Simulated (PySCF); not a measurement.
# S2⁺: basis, grid and Hamiltonian

The method stays; parts of the set-up, such as the basis or the Hamiltonian, are changed.

The runs use PySCF 2.14.0; each script names its method and basis.

1 further run of the same task is left out (it didn't finish).

## Step 1: The system as given

S2⁺: 2 atoms, charge 1, spin multiplicity 2.

Bond lengths: S1–S2 1.863 Å.

## Step 2: The run that the others are compared with

Contents of input.py:

```python
from pyscf import gto, scf, mcscf

mol = gto.M(
    atom='S 0 0 0; S 0 0 1.863',
    basis='pcseg-1',
    charge=1,
    spin=1,
    verbose=4,
)
mf = scf.ROHF(mol)
mf.kernel()
mc = mcscf.CASCI(mf, 6, 5)
mc.kernel()
mc.analyze()
mf.dip_moment()
print('orbital energies (hartree):', mf.mo_energy[..., max(0, mol.nelec[1]-3):mol.nelec[0]+3].round(4))
```

Launch:

```sh
python input.py
```

The log of this run is left out.

It gives: E(SCF) = -794.635313 Eh, 8 cycles, E(CAS) − E(SCF) = -0.04567 Eh.

The bond length is a typed value, not an optimised one. The dipole of an ion depends on the origin.

## Step 3: Spin-free X2C on

Edit 1 changes spin-free X2C: off → on.

Contents of input.py:

```python
from pyscf import gto, scf, mcscf

mol = gto.M(
    atom='S 0 0 0; S 0 0 1.863',
    basis='pcseg-1',
    charge=1,
    spin=1,
    verbose=4,
)
mf = scf.ROHF(mol)
mf = mf.sfx2c1e()
mf.kernel()
mc = mcscf.CASCI(mf, 6, 5)
mc.kernel()
mc.analyze()
mf.dip_moment()
print('orbital energies (hartree):', mf.mo_energy[..., max(0, mol.nelec[1]-3):mol.nelec[0]+3].round(4))
```

Launch:

```sh
python input.py
```

## Step 4: Crenbl (core potential on)

Edit 2 changes basis set: pcseg-1 → crenbl; core potential: off → on. The core potential changes with it: totals don't compare.

Changes to input.py since step 2:

```diff
@@ -4,3 +4,4 @@
     atom='S 0 0 0; S 0 0 1.863',
-    basis='pcseg-1',
+    basis='crenbl',
+    ecp={'S': 'crenbl'},
     charge=1,
```

## Step 5: 6-31+g*

Edit 3 changes basis set: pcseg-1 → 6-31+g*.

Changes to input.py since step 2:

```diff
@@ -4,3 +4,3 @@
     atom='S 0 0 0; S 0 0 1.863',
-    basis='pcseg-1',
+    basis='6-31+g*',
     charge=1,
```

**Question.** What will these runs give? Wanted: for each run, E(SCF); from base; after the SCF.

The runs gave:

```
                       run  E(SCF) (hartree)  from base (eV)  cycles  functions                after the SCF
                      base       -794.635313               0       8         36  CASCI correlation -1.243 eV
          spin-free X2C on       -796.582062        -52.9737       8         36  CASCI correlation -1.250 eV
crenbl (core potential on)        -19.467770  not comparable       7         32  CASCI correlation -1.512 eV
                   6-31+g*       -794.657232         -0.5964       8         44  CASCI correlation -1.265 eV
```

What this shows: Of the runs whose energies can be compared, “spin-free X2C on” moves the SCF energy most (-52.974 eV). Scalar relativity lowers the total energy by 52.97 eV, nearly all of it in the inner shells; a basis contracted without relativity catches only part of it. 6-31+g* (44 functions) gives an energy 0.60 eV lower than pcseg-1 (36).
